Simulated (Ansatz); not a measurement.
Al₂H₄O, SMILES `[OH][AlH][AlH2]`, relaxed with RKS PBE0-D4/def2-TZVP in Ansatz from a PBE-D4/def2-SVP geometry. The force threshold is 0.005 eV/Å; the program also tests the step.

The species carries charge 0 and has multiplicity 1.

Start:

```xyz
7

O    -0.328   -1.930    0.532
Al    0.167   -0.697   -0.580
Al   -0.025    1.696    0.384
H    -0.310   -2.874    0.304
H     0.670   -1.170   -2.039
H     1.174    2.382    1.213
H    -1.348    2.593    0.186
```

```csv
step,energy (eV),largest force (eV/Å),largest move (Å)
1,-15299.4247,0.595,0.000
2,-15299.4414,0.285,0.023
3,-15299.4443,0.046,0.012
4,-15299.4444,0.026,0.009
5,-15299.4445,0.023,0.005
6,-15299.4445,0.007,0.008
7,-15299.4446,0.000,0.005
8,-15299.4446,0.002,0.005
9,-15299.4446,0.001,0.005
10,-15299.4446,0.002,0.006
```

End:

```xyz
7

O    -0.337   -1.920    0.511
Al    0.168   -0.702   -0.571
Al   -0.025    1.693    0.386
H    -0.320   -2.851    0.292
H     0.687   -1.170   -2.008
H     1.174    2.384    1.178
H    -1.347    2.567    0.211
```

Hardware: 2 threads of an Arm Neoverse V2 on a shared host. Wall time 21 s, peak host memory 0.21 GiB.
